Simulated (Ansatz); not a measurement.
`C[SiH2]N` + NH₃ → `N[SiH2]N` + CH₄ at 298.15 K and 1 bar (ligand exchange at the Si–C bond).

Gas-phase electronic energies from Ansatz, PBE0-D4/def2-TZVP geometries. CCSD(T)/CBS is the MP2 limit (def2-TZVPP, def2-QZVPP) plus CCSD(T) − MP2 in def2-TZVPP, frozen cores. This one scheme is used for every species. Each species was taken in one conformer, which may not be the lowest.

```json
{"species": "`C[SiH2]N`", "CCSD(T)/CBS energy (Eh)": "-386.08232", "H − E (kJ/mol)": "225.7", "S (J/(mol·K))": "304.4"}
{"species": "NH₃", "CCSD(T)/CBS energy (Eh)": "-56.50880", "H − E (kJ/mol)": "100.5", "S (J/(mol·K))": "192.4"}
{"species": "`N[SiH2]N`", "CCSD(T)/CBS energy (Eh)": "-402.15462", "H − E (kJ/mol)": "198.8", "S (J/(mol·K))": "289.7"}
{"species": "CH₄", "CCSD(T)/CBS energy (Eh)": "-40.46206", "H − E (kJ/mol)": "127.4", "S (J/(mol·K))": "186.2"}
```

H − E and S are ideal-gas, rigid-rotor, harmonic terms from PBE0-D4/def2-TZVP, for one conformer and one mirror image of each species. 1 Eh = 2625.50 kJ/mol, R = 8.31446 J/(mol·K).

By hand: ΔE, ΔH, ΔS and ΔG.

ΔE = (-402.15462) + (-40.46206) − (-386.08232) − (-56.50880) = -0.02556 Eh = -67.1 kJ/mol. Δ(H − E) = 198.8 + 127.4 − 225.7 − 100.5 = 0.0, so ΔH = -67.1 kJ/mol. ΔS = 289.7 + 186.2 − 304.4 − 192.4 = -20.9 J/(mol·K). ΔG = -67.1 − 298.15 × (-20.9)/1000 = -60.9 kJ/mol.

By hand: the equilibrium constant, and the temperature at which ΔG would vanish if ΔH and ΔS stayed fixed.

log₁₀ K = −ΔG/(RT ln 10) = 10.7. ΔG = 0 at ΔH/ΔS = 3211 K, far beyond where these terms or the molecules hold.

ΔH outweighs TΔS. A doubt of 5 kJ/mol in ΔE shifts log₁₀ K by 0.9 here. Other conformers and mirror images would add mixing entropy, several J/(mol·K) or more a flexible species. These are equilibria of isolated gas molecules and say nothing of rates. Largest T1 diagnostic: 0.010 (customary marks: 0.02 for closed shells, 0.045 for open ones).
